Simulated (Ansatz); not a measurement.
H5OPSi (`OP[SiH3]`). The species carries charge 0 and has multiplicity 1.

```
atom    x (Å)    y (Å)    z (Å)
  O1   0.5546   0.3019   1.7774
  P2  -0.6727  -0.4268   0.9181
 Si3  -0.0711   0.2063  -1.1666
  H4   0.2059   0.6248   2.6118
  H5  -0.1094  -1.7279   0.7581
  H6  -0.8540  -0.6410  -2.1072
  H7   1.3828   0.0305  -1.4218
  H8  -0.4360   1.6322  -1.3698
```

Problem. Give the diagnostics of a CCSD(T)/def2-TZVPP run (frozen core, the Gaussian-basis code of Ansatz). (An estimate is asked.)

Solution. The calculation gave: T1 = 0.0134, largest single amplitude 0.012, largest double 0.032, (T) share of the correlation energy 3.6 %, 10 CCSD cycles. The RHF solution is stable towards an unrestricted one. T1 lies under the customary mark of 0.02 for closed shells.
